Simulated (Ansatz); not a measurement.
## Hydrogen abstraction

Start structure (C2H6N, doublet), relaxed at PBE0-D4/def2-TZVP:

```xyz
9
angstrom
H -1.1130 -0.8778 -0.1604
N -1.2667 -1.7698 0.2985
C 0.0850 1.2619 -0.7457
C 1.1396 1.1584 0.0093
H -1.2468 -1.5979 1.2962
H -0.4716 -2.3572 0.0793
H -0.3397 1.9510 -1.4603
H 1.9122 1.9305 0.0244
H 1.3011 0.3011 0.6586
```

The step: C₂H₃ ([CH][CH2]) + NH₃ → C₂H₄ (C=C) + NH₂; bonds formed: H1–C3; bonds broken: H1–N2. Computed with Ansatz 0.2.0 (basis: def2-TZVPP and def2-QZVPP); correlated methods freeze the cores; orbitals are unrestricted. Extrapolation: Hartree–Fock as exp(−7.88 √X), correlation as X^−2.97. Energies below are by CCSD(T) at an estimated basis limit (MP2 extrapolated from triple and quadruple zeta, plus CCSD(T) − MP2 in triple zeta).

(1) What are the electronic barrier and the energy of the step, from the start structure to the end structure? (To be estimated.)

T1 diagnostic: at most 0.034. ⟨S²⟩ of the unrestricted Hartree–Fock references: 0.76 to 0.95 (a pure state has 0.75). The unrestricted reference is spin-contaminated, which hurts MP2 most.

Answers

(1) Computed: Barrier 55.7 kJ/mol; step energy -13.2 kJ/mol (downhill); reverse barrier, their difference, 68.9 kJ/mol. Barrier and step energy count from the start structure, the reverse barrier from the end structure.

The saddle point: One imaginary mode of 1596i cm⁻¹.
| pair | start (Å) | saddle (Å) | end (Å) |
| --- | --- | --- | --- |
| H1–C3 | 2.52 | 1.33 | 1.09 |
| H1–N2 | 1.01 | 1.24 | 2.54 |

Zero-point energy (harmonic, PBE0-D4): ZPE is 190.3 kJ/mol at the start and 181.1 kJ/mol at the saddle, so the barrier goes from 55.7 to 46.5 kJ/mol.

Labels in which every atom is bracketed show which atoms are joined, not bond orders.

For scale, one of the runs: CCSD(T)/def2-TZVPP, 177 basis functions, launched by `ansatz run in.yaml --threads 4 --pin off --events-out ev --progress --plain --max-ram 9574MiB`. Hardware: 4 CPU threads of an Intel Xeon Platinum 8488C, shared host. Wall time 38 s; peak host memory 4.3 GiB.
